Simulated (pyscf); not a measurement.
## Four-centre exchange: Cl–GeH(Cl)–Cl + NH₃ → HCl + H₂N–GeH(Cl)–Cl

Gas phase, singlet surface, charge 0. Bonds broken: Cl1–Ge2, N6–H7. Bonds formed: Cl1–H7, Ge2–N6. PySCF, gas phase, ωB97X-D3(BJ)/def2-SVP geometries.

Transition state (Å):

```xyz
9

Cl    -1.7679    -1.7552    -0.0709
Ge     0.2070     0.2633    -1.0244
Cl     1.6861     1.8363    -1.0293
Cl    -1.0063     0.6070    -2.7252
H      0.9443    -1.0454    -0.8972
N     -0.8669     0.7824     0.4667
H     -1.4613    -0.2871     0.5098
H     -0.3313     1.0306     1.3017
H     -1.4872     1.5591     0.2247
```

One imaginary mode, 500i cm⁻¹; descent along it reached the two sides named, in the forms told below.

| bond | change | reactant side (Å) | saddle | product side |
|---|---|---|---|---|
| Cl1–Ge2 | breaks | 2.186 | 3.0 | 3.6 |
| N6–H7 | breaks | 1.021 | 1.224 | 1.862 |
| Cl1–H7 | forms | 2.9 | 1.608 | 1.314 |
| Ge2–N6 | forms | 2.231 | 1.910 | 1.835 |

Electronic energies relative to the separated reactants (kcal/mol):

```json
[
 {"level": "ωB97X-D3(BJ)/def2-TZVP", "barrier": "12.9", "reaction energy": "+13.6", "reverse barrier": "-0.7"},
 {"level": "PBE/def2-TZVP", "barrier": "10.9", "reaction energy": "+13.2", "reverse barrier": "-2.3"},
 {"level": "r²SCAN/def2-TZVP", "barrier": "10.6", "reaction energy": "+12.9", "reverse barrier": "-2.3"},
 {"level": "B3LYP-D3(BJ)/def2-TZVP", "barrier": "11.8", "reaction energy": "+13.0", "reverse barrier": "-1.2"},
 {"level": "PBE0-D3(BJ)/def2-TZVP", "barrier": "10.3", "reaction energy": "+13.0", "reverse barrier": "-2.7"},
 {"level": "M06-2X/def2-TZVP", "barrier": "11.5", "reaction energy": "+11.9", "reverse barrier": "-0.4"},
 {"level": "ωB97M-D3(BJ)/def2-TZVP", "barrier": "12.9", "reaction energy": "+12.1", "reverse barrier": "0.8"},
 {"level": "HF/def2-TZVP", "barrier": "25.4", "reaction energy": "+12.3", "reverse barrier": "13.1"}
]
```

With ωB97M-D3(BJ)/def2-TZVP energies and thermal terms (ideal gas, 1 atm, RRHO with modes under 100 cm⁻¹ raised to 100, one conformer, R ln 2 for chiral ones without a mode under 150 cm⁻¹), in kcal/mol:

| T (K) | ΔH‡ | ΔG‡ | ΔH | ΔG |
|---|---|---|---|---|
| 298 | 11.1 | 21.4 | +10.3 | +9.7 |
| 600 | 11.4 | 31.8 | +10.9 | +8.8 |
| 900 | 12.2 | 41.8 | +11.5 | +7.6 |
| 1200 | 13.1 | 51.6 | +12.0 | +6.3 |

On the reactant side the descent ends in an adduct with a Ge–N contact (not fully relaxed), 5.4 kcal/mol under the separated species and 18.3 kcal/mol under the saddle at ωB97X-D3(BJ)/def2-TZVP. On the product side the descent ends in a complex, 6.5 kcal/mol under the separated species and 5.9 kcal/mol under the saddle at ωB97X-D3(BJ)/def2-TZVP. At ωB97X-D3(BJ)/def2-TZVP, PBE, r²SCAN, B3LYP-D3(BJ), PBE0-D3(BJ), M06-2X the saddle lies under the separated products, which points to a path from their complex (located at ωB97X-D3(BJ) alone), and parting the products costs more than the saddle. What is counted as formed (Ge–N) is already present as a longer contact in the reactant adduct; forming that adduct is a step of its own. This is the saddle that the search found; another between the same sides may lie lower. Elements up to Kr have no core potential and no relativistic terms here.
